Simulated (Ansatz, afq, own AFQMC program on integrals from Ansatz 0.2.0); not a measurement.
# Where AFQMC and coupled cluster stand for AlB, singlet

```yaml
atoms:
  - { symbol: B, position_ang: [0.0000, 0.0000, 0.0000] }
  - { symbol: Al, position_ang: [0.0000, 0.0000, 3.2640] }
```

Basis cc-pVDZ. Noble-gas cores (and the filled d shells of Ga–Kr and In–Xe) are frozen. AFQMC by an in-house program on the Cholesky factors that Ansatz 0.2.0 writes for its CCSD(T) run. The CISD trial takes its coefficients from CCSD amplitudes. Released means that phaseless walkers are propagated on without the constraint, phases kept. Uncertainties: one standard error, sampling alone.

Determinant: UHF, the one that the program's search chose, which needn't be the lowest solution. The geometry is a point of a scan.

Full CI on the same integrals is exact in this basis and with this determinant's frozen core.

Cautions: higher spins were not checked; an unrestricted solution with more broken spin lies lower (737 meV, ⟨S²⟩ 1.09), while this determinant keeps restricted orbitals; strong correlation (T1 0.028, weight of the determinant 0.80, largest double 0.25); the released energies are still falling, so no released level is given (meV from the phaseless value at times in 1/Eh: -7 ± 4 at 0.24, -15 ± 3 at 0.51, -30 ± 4 at 0.99, -35 ± 3 at 1.62, -45 ± 4 at 2.40).

- T1 diagnostic: 0.0284
- weight of the determinant in the CISD state: 0.803
- ⟨S²⟩ of the determinant: 0.000
- size of the correlated space: 6 electrons in 26 orbitals

Reference: full CI, correlation energy -4.128 eV.

```json
{"level": "HF", "E − E(reference) (kcal/mol)": "95.20", "share of correlation (%)": "0.00"}
{"level": "MP2", "E − E(reference) (kcal/mol)": "34.55", "share of correlation (%)": "63.71"}
{"level": "CCSD", "E − E(reference) (kcal/mol)": "5.26", "share of correlation (%)": "94.48"}
{"level": "CCSD(T)", "E − E(reference) (kcal/mol)": "1.54", "share of correlation (%)": "98.38"}
{"level": "CCSDT", "E − E(reference) (kcal/mol)": "0.48", "share of correlation (%)": "99.50"}
{"level": "CCSDT(Q)", "E − E(reference) (kcal/mol)": "0.14", "share of correlation (%)": "99.86"}
{"level": "CCSDTQ", "E − E(reference) (kcal/mol)": "0.03", "share of correlation (%)": "99.97"}
{"level": "ph-AFQMC/CISD", "E − E(reference) (kcal/mol)": "1.79 ± 0.09", "share of correlation (%)": "98.11"}
```

CCSDT and higher add their correlation energy to the determinant of the CCSD(T) run, since their own runs factorise the integrals more tightly (a shift of under 2 meV). A walk keeps the symmetry of its determinant, which the program's search chose and which needn't be the lowest solution, so a lower state of the same spin and another symmetry isn't excluded.
